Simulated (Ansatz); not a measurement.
Process, species as SMILES: [CH2]Cl (CH2-Cl) → [CH2-]Cl (an electron is taken up)
B3LYP-D3(BJ)/def2-TZVP geometries, fixed; electronic energies without zero-point terms; positive where energy is released.

The adiabatic electron affinity at MP2 with Ansatz (an electronic-structure program), in eV, split into its Hartree-Fock and correlation parts. Cores are frozen. Open shells are unrestricted. No added dispersion term, no relativity. Functions are those of the species that has most. These sets lack the diffuse functions that anions need.

```csv
basis,X,functions,Hartree-Fock,MP2
cc-pV(D+d)Z,2,47,-0.855,-0.185
cc-pV(T+d)Z,3,97,-0.748,0.279
cc-pV(Q+d)Z,4,179,-0.675,0.486
cc-pV(5+d)Z,5,301,-0.633,0.589
```

Worked estimate of the basis-set limit from each neighbouring pair, with Hartree-Fock from the larger set and the correlation part extrapolated as X^-3.
Correlation parts: X = 2: 0.670, X = 3: 1.027, X = 4: 1.161, X = 5: 1.222.
- (2,3): (27·(1.027) - 8·(0.670))/19 = 1.177; with Hartree-Fock -0.748 the estimate is 0.429 eV.
- (3,4): (64·(1.161) - 27·(1.027))/37 = 1.259; with Hartree-Fock -0.675 the estimate is 0.584 eV.
- (4,5): (125·(1.222) - 64·(1.161))/61 = 1.286; with Hartree-Fock -0.633 the estimate is 0.653 eV.
The last two estimates differ by 0.069 eV; the largest set lies 0.064 from the last. Over the last step Hartree-Fock moves by 0.042 and the correlation part by 0.061.
